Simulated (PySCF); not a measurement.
chlorine (Cl₂), SMILES ClCl.

Coordinates come from a B3LYP-D3(BJ)/def2-TZVPD optimisation.

Two levels are set side by side: PBE/def2-TZVPD (PySCF) and B3LYP/def2-TZVPD (PySCF). Same geometry, gas phase. Differences are taken from unrounded values.

```csv
quantity,B3LYP,PBE,PBE minus B3LYP
orbital gap (eV),4.89,2.93,-1.97
highest occupied level (eV),-8.52,-7.36,1.16
lowest empty level (eV),-3.63,-4.44,-0.81
mean polarisability (bohr³),31.5,31.9,0.3
```

PBE's occupied levels lie high since its potential decays too fast outside the molecule; exact exchange lowers them and widens the gap. Differences between two approximate levels are no errors against the true value.

Rough cost on one machine, each run with all the roots and properties that it gave: B3LYP against PBE within a factor of 2.
